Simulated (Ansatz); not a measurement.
BH2F (SMILES [H]B([H])F): methods side by side

BH2F has 4 atoms, charge 0, and is taken as a singlet. As SMILES, `[H]B([H])F`. Geometry: relaxed at GFN2-xTB.

```xyz
4

B     0.0300    0.0492    0.0006
H     1.1984   -0.0340    0.0156
H    -0.5783    1.0502   -0.0194
F    -0.6501   -1.0654    0.0032
```

Each level gives the vertical electron affinity (to the doublet anion) (eV). The values are calculated.

The electron affinity is E(neutral) − E(anion): positive where the electron is bound.

```tsv
level	kind	program	value (eV)
PBE/STO-3G	GGA	Ansatz	-6.61
r2SCAN/STO-3G	meta-GGA	Ansatz	-6.38
B3LYP/STO-3G	global hybrid	Ansatz	-6.42
BHLYP/STO-3G	global hybrid	Ansatz	-6.38
wB97X/STO-3G	range-separated hybrid	Ansatz	-6.53
B2PLYP/STO-3G	double hybrid	Ansatz	-6.81
RPA@PBE/STO-3G	RPA	Ansatz	-7.84
MP2/STO-3G	perturbation theory	Ansatz	-7.41
BCCD(T)/STO-3G	coupled cluster or CI	Ansatz	-7.51
CCSDTQ/STO-3G	coupled cluster or CI	Ansatz	-7.51
```

The values span -7.84 to -6.38 eV. All rows use very small basis sets, so none should be taken for the real molecule's value. Negative values mean that the anion is unbound at that level; they are set by how diffuse the basis is and aren't properties of the molecule, whose anion may well be bound.
